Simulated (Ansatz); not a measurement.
Reaction (SMILES): C1=CC1 + 4 [H][H] (H2) → 3 C (CH4)
B3LYP-D3(BJ)/def2-TZVP geometries, fixed; electronic energies without zero-point terms.
Largest species:
```
C
H 1 1.0889
H 1 1.0889 2 113.66
C 1 1.5050 2 119.64 3 150.54
C 4 1.2868 1 64.69 2 105.61
H 5 1.0750 4 149.73 1 180.00
H 4 1.0750 5 149.73 6 0.00
```
Charge 0, spin multiplicity 1.

Effect of a fitting basis named in the input at HF/def2-TZVPP with Ansatz (a quantum-chemistry and plane-wave program), against the last row, where the energy of full hydrogenation is -152.02 kcal/mol. The default fits or decomposes integrals by the program's own choice; accuracy: high also tightens integrals, grids and stops.

| setting | largest shift of a total energy (mEh) | shift of the energy of full hydrogenation (kcal/mol) |
|---|---|---|
| fitting: def2-SV(P)-JKFIT | 0.015 | -0.008 |
| fitting: def2-universal-JKFIT | 0.015 | -0.008 |
| fitting: cc-pVTZ-JKFIT | 0.051 | -0.043 |
| fitting: cc-pVQZ-JKFIT | 0.002 | 0.000 |
| fitting: cc-pV5Z-JKFIT | -0.001 | 0.000 |
| accuracy: high | -0.002 | 0.000 |
| accuracy: medium (default) | 0.000 | 0.000 |

Within 0.02 kcal/mol in the energy of full hydrogenation: fitting: def2-SV(P)-JKFIT; fitting: def2-universal-JKFIT; fitting: cc-pVQZ-JKFIT; fitting: cc-pV5Z-JKFIT; accuracy: high. The largest shift is 0.051 mEh in a total energy and 0.043 kcal/mol in the difference.
